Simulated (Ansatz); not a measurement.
Si9N8O6: short dynamics, then relaxation

A packing of 23 atoms, thrown in at random and pushed apart as soft spheres with like charges further apart (8 N, 6 O, 9 Si) went through Langevin stages in a fixed cell of 13.47 Å³/atom, at one k point, without spin and with a Fermi–Dirac width of kT (0.05 eV at least). These are results of DFT PBE, scalar-relativistic, plane waves, PAW (Ansatz 0.2.0), not measurements.

```
thermostat (K) duration (fs) friction (1/fs) cutoff (eV) mean T (K) mean P (GPa) mean square displacement (Å²)
          3800             48            0.030          320        4751           2.6                           0.51
          3800            800            0.005          420        4315          10.1                           8.71
          2740            480            0.005          420        3083           8.7                           1.46
          1520            400            0.015          420        1522           0.0                           0.68
           300            200            0.015          420         394          -2.5                           0.06
```

Means run over the second half of a stage; pressure includes the kinetic part; displacements count from the stage's start, the atoms' common shift taken off.

Cell and atoms were then relaxed on coarser meshes and computed once more: Settings: cutoff 420 eV, Γ-centred mesh 4×4×4 on the computed 23-atom cell, Gaussian smearing of 0.02 eV; no spin polarisation.

Problem. What structure is left?

Solution. One draw of many: 12.51 Å³/atom with a gap on the mesh of 0.86 eV, 1.19 eV/atom below the elements' standard states (static lattices, no corrections for gases) (a random packing after short dynamics, relaxed).

Counting as bonded all pairs within 1.2 times the summed covalent radii:

```tsv
atom → neighbour	mean count	mean length (Å)	spread (Å)
N → N	0.25	1.16	0.00
N → Si	2.50	1.78	0.07
O → Si	2.00	1.67	0.04
Si → N	2.22	1.78	0.07
Si → O	1.33	1.67	0.04
Si → Si	0.67	2.51	0.08
```

Angles between all pairs of such bonds at an atom (mean ± spread): 121 ± 14° at N, 127 ± 10° at O, 104 ± 21° at Si.

```
Si N O
1.0
     6.82654   -0.09496   -0.32260
    -0.08703    6.88244   -0.51075
    -0.31836   -0.52342    6.18117
Si N O
9 8 6
Direct
  0.75041 0.39769 0.68257
  0.20927 0.49195 0.70327
  0.05565 0.08498 0.65487
  0.59264 0.62819 0.93726
  0.26557 0.47783 0.21860
  0.50805 0.76531 0.54541
  0.45629 0.20203 0.47545
  0.90351 0.64078 0.38659
  0.87472 0.95444 0.20211
  0.14655 0.94852 0.87240
  0.34359 0.55943 0.97948
  0.76919 0.72643 0.13842
  0.96501 0.53136 0.63395
  0.24947 0.23812 0.63028
  0.31262 0.60293 0.49810
  0.98581 0.89731 0.45125
  0.09854 0.92368 0.03963
  0.02451 0.48006 0.20689
  0.48851 0.96058 0.42878
  0.37139 0.26482 0.23351
  0.56282 0.82499 0.80798
  0.87512 0.20153 0.76377
  0.66784 0.60516 0.45044
```

Cost: 6 runs of about 29 core-minutes in all (earlier runs that led there not counted), on Arm Neoverse V2 (shared hosts).